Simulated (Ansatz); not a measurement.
# PH₃O₂: a ladder of functionals and wavefunction methods

How much do the methods differ for PH₃O₂? The plan is to run it at one geometry with functionals of several rungs and with coupled cluster, and see how far each lands from CCSD(T) at the basis-set limit for the atomisation energy.

Computed with Ansatz 0.2.0, Gaussian basis. Level: functionals in def2-TZVPP, the program's frozen cores in correlated methods.

Plan: LDA (SPW92), PBE-D4, revPBE-D4, BLYP-D4, r2SCAN-D4, B97M-V, PBE0-D4, B3LYP-D4, r2SCANh-D4, r2SCAN0-D4, HSE06-D4, BHLYP-D4, CAM-B3LYP-D4, LC-ωPBE, ωB97X-V, ωB97M-V, B2PLYP, PBE-QIDH; CCSD(T)/def2-SVP; CCSD(T)/def2-TZVPP; MP2/def2-QZVPP; extrapolation to the limit; RPA on PBE.

### 1 The relaxed structure

All runs share one geometry, relaxed beforehand with PBE0-D4 in a triple-zeta def2 set.

SMILES `OPO`, 6 atoms, charge 0, spin multiplicity 1.

Atoms are counted from 1 here; the program's logs count them from 0.

Bond lengths: O1–P2 1.647 Å, O1–H4 0.961 Å, P2–O3 1.632 Å, P2–H5 1.428 Å, O3–H6 0.963 Å. Angles: P2–O1–H4 110.6°, O1–P2–O3 104.0°, O1–P2–H5 92.5°, O3–P2–H5 98.9°, P2–O3–H6 114.2°.

Geometry (Å):

```mol
H3O2P
  3D, bonds by distance, orders not assigned

  6  5  0  0  0  0  0  0  0  0999 V2000
   -0.9738   -0.5013   -0.6241 O   0  0
    0.3225    0.5085   -0.5128 P   0  0
    1.2230   -0.1343    0.6863 O   0  0
   -0.8594   -1.1186   -1.3515 H   0  0
   -0.4097    1.4677    0.2505 H   0  0
    0.7393   -0.2861    1.5054 H   0  0
  1  2  8  0
  2  3  8  0
  1  4  8  0
  2  5  8  0
  3  6  8  0
M  END
```

### 2 LDA

This LDA is Slater exchange with PW92 correlation.

File in.yaml:

```yaml
crystal:
  periodic: [false, false, false]
  atoms:
    - {symbol: O, position_ang: [-0.973816, -0.501272, -0.624058]}
    - {symbol: P, position_ang: [0.322494, 0.508484, -0.512754]}
    - {symbol: O, position_ang: [1.222998, -0.134293, 0.686309]}
    - {symbol: H, position_ang: [-0.859354, -1.118614, -1.351548]}
    - {symbol: H, position_ang: [-0.409664, 1.467664, 0.250452]}
    - {symbol: H, position_ang: [0.739342, -0.286070, 1.505400]}
basis:
  gaussian: {orbitals: def2-TZVPP}
hamiltonian: {xc: lda}
output: {orbitals: {seedname: orbitals}}
```

Command:

```console
ansatz run in.yaml --threads 2 --pin off --events-out ev --progress --plain --max-ram 4352MiB
```

The runs that follow: PBE-D4 (GGA); revPBE-D4 (GGA); BLYP-D4 (GGA); r2SCAN-D4 (meta-GGA); B97M-V (meta-GGA); PBE0-D4 (hybrid); B3LYP-D4 (hybrid); r2SCANh-D4 (hybrid); r2SCAN0-D4 (hybrid); HSE06-D4 (hybrid); BHLYP-D4 (hybrid); CAM-B3LYP-D4 (range-separated); LC-ωPBE (range-separated); ωB97X-V (range-separated); ωB97M-V (range-separated); B2PLYP (double hybrid); PBE-QIDH (double hybrid); CCSD(T) in def2-SVP; CCSD(T) in def2-TZVPP; MP2 in def2-QZVPP; RPA on PBE orbitals.

**Question.** What will the summary of the whole plan be? Wanted: atomisation energy, CCSD(T)/CBS; farthest beyond LDA; mean size of error, GGA; mean size of error, meta-GGA; mean size of error, hybrid; mean size of error, range-separated; mean size of error, double hybrid; gap, smallest and largest; T1 diagnostic.

As calculated:

| quantity | value |
| --- | --- |
| atomisation energy, CCSD(T)/CBS | 21.014 eV |
| functionals within 0.105 eV (0.5 %) | B97M-V, CAM-B3LYP-D4, ωB97X-V |
| farthest beyond LDA | BHLYP-D4 (-1.160 eV) |
| mean size of error, GGA | 0.267 eV |
| mean size of error, meta-GGA | 0.136 eV |
| mean size of error, hybrid | 0.547 eV |
| mean size of error, range-separated | 0.159 eV |
| mean size of error, double hybrid | 0.497 eV |
| gap, smallest and largest | 5.00 eV (LDA (SPW92)), 12.22 eV (LC-ωPBE) |
| T1 diagnostic | 0.0132 |
| triples share of the correlation energy | 3.6 % |

In words: LDA overbinds by 3.748 eV (18 %). PBE-D4 is off by +0.360 eV. Double hybrids carry the basis error of their MP2 part in triple zeta, and no dispersion term here, so their miss is partly the set-up's. Taken by rung, meta-GGA functionals do best (0.136 eV on average) and hybrid ones worst beyond LDA (0.547 eV). The gap between the best rungs is small, so their order is not settled. The mean of the hybrids holds BHLYP, with half exact exchange. Misses under about 0.105 eV are within the doubt on the reference itself, which lacks core-valence correlation, relativity and higher excitations. Hartree-Fock recovers 63 % of the binding; the rest is correlation. CCSD(T) in def2-SVP is off by -2.527 eV, worse than the median functional, from the basis alone. The gap grows from 5.0 to 12.2 eV across the functionals, mostly with the share of exact exchange.
